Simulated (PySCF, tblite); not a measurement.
# CH₇NO, a complex of two parts: NMR shifts, interaction energy, infrared bands, spin-spin couplings and core binding energies

An exercise on one series of results from a longer session: the logs are not shown, and one member is left open.

Programs: tblite 0.8.0 and PySCF 2.14.0. All values are calculated, for the isolated system unless a continuum is named. Atoms count from 0, parts from 1.

## The system as given

10 atoms, charge 0, multiplicity 1; geometry: rigid parts in contact. Parts: 1 = atoms 0–5, `CO`, charge 0; 2 = atoms 6–9, `N`, charge 0.

The first run:

The job: settings as JSON, then the geometry in Å.

```
{"job": {"kind": "dock", "xc": "GFN2-xTB", "basis": "xTB"}, "charge": 0, "multiplicity": 1, "parts": [{"atoms": "0-5", "charge": 0, "multiplicity": 1}, {"atoms": "6-9", "charge": 0, "multiplicity": 1}]}
C     -0.360059     0.025367     0.038504
O      0.969753    -0.224263     0.421947
H     -0.976581    -0.173224     0.913137
H     -0.504729     1.067012    -0.268313
H     -0.677929    -0.634298    -0.776287
H      1.549545    -0.060594    -0.328988
N      2.207931    -0.772696    -2.244724
H      2.851761     0.008778    -2.227279
H      2.218585    -1.199801    -1.326626
H      2.567297    -1.452371    -2.903797
```

Method: GFN2-xTB search for minima from random contacts, gas phase.

Started as:

```sh
> OMP_NUM_THREADS=1 python cluster_run.py task.json out
```

One launch serves the whole session: the jobs run in the order shown.

Among the steps run: Bringing the parts together with GFN2-xTB; Geometry optimisation at PBE0-D3(BJ)/def2-TZVPD; Shielding tensors: PBE0/pcSseg-2; Coupled-cluster interaction energy: CCSD(T) and MP2.

One of the session's tables, all rows but one given; the rest of the session is left out.

It belongs to the step «Coupled-cluster interaction energy: CCSD(T) and MP2». 

```
                 method  interaction energy (kcal/mol)
         HF/aug-cc-pVDZ                          -4.24
        MP2/aug-cc-pVDZ                          -6.17
       CCSD/aug-cc-pVDZ                          -5.62
    CCSD(T)/aug-cc-pVDZ                          -5.99
         HF/aug-cc-pVQZ                          -4.30
        MP2/aug-cc-pVQZ                          -6.90
    SCS-MP2/aug-cc-pVQZ                          -6.09
      MP2, extrapolated                              ?
CCSD(T), limit estimate                          -6.85
```

Q: Estimate the row for MP2, extrapolated from the others.

As computed: interaction energy (kcal/mol): -7.03. In the column «interaction energy (kcal/mol)» it is the lowest.

Limits of these values: The interaction energy leaves out the deformation of the parts, 0.34 kcal/mol (MP2); added to the CCSD(T) estimate it gives a binding of about -6.52 kcal/mol.
